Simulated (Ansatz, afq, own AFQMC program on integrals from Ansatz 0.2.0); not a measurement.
**Where AFQMC and coupled cluster stand for NO, doublet**

```yaml
atoms:
  - { symbol: N, position_ang: [0.0000, 0.0000, 0.0000] }
  - { symbol: O, position_ang: [0.0000, 0.0000, 1.1398] }
```

Basis cc-pVTZ. Only valence electrons are correlated. Integrals, coupled cluster, full CI and functionals: Ansatz 0.2.0; the random walks run on the same integrals in our own AFQMC program. The CISD trial takes its coefficients from CCSD amplitudes. Released means that phaseless walkers are propagated on without the constraint, phases kept. Free projection: walkers drawn from exp(T), propagated without any constraint. Its projection time is finite, and what remains of the start isn't in its error. Uncertainties: one standard error, sampling alone.

Determinant: ROHF, the one that the program's search chose, which needn't be the lowest solution. The geometry is a PBE0/def2-TZVP stationary point of this or a neighbouring charge and spin state.

No full CI on the walks' own integrals is used here; CCSDT(Q) serves as the reference and is uncertain by about the last step of the cluster series.

The T1 diagnostic is 0.0224. The weight of the determinant in the CISD state is 0.889 and the size of the correlated space is 11 electrons in 58 orbitals.

Reference: CCSDT(Q), correlation energy -11.629 eV. The released energy is read at 2.40 1/Eh (meV from the phaseless value at times in 1/Eh: -16 ± 4 at 0.24, -25 ± 4 at 0.51, -30 ± 4 at 0.99, -18 ± 7 at 1.62, -26 ± 9 at 2.40).

| level | E − E(reference) (kJ/mol) | share of correlation (%) |
| --- | --- | --- |
| HF | 1122.1 | 0.00 |
| MP2 | 50.9 | 95.47 |
| CCSD | 52.7 | 95.31 |
| CCSD(T) | 3.7 | 99.67 |
| CCSDT | 3.6 | 99.68 |
| ph-AFQMC/HF | 9.3 ± 2.6 | 99.17 |
| ph-AFQMC/CISD | 2.9 ± 0.5 | 99.75 |
| released AFQMC | 0.4 ± 0.9 | 99.97 |
| free AFQMC | 1.0 ± 0.9 | 99.91 |

Free projections are given only where their last times agree within the noise and don't stop above the reference; a slow remainder of the start can still hide under it. A walk keeps the symmetry of its determinant, which the program's search chose and which needn't be the lowest solution, so a lower state of the same spin and another symmetry isn't excluded. Released energies are given only where the last usable release times agree within the noise; a slower fall can still hide under it.
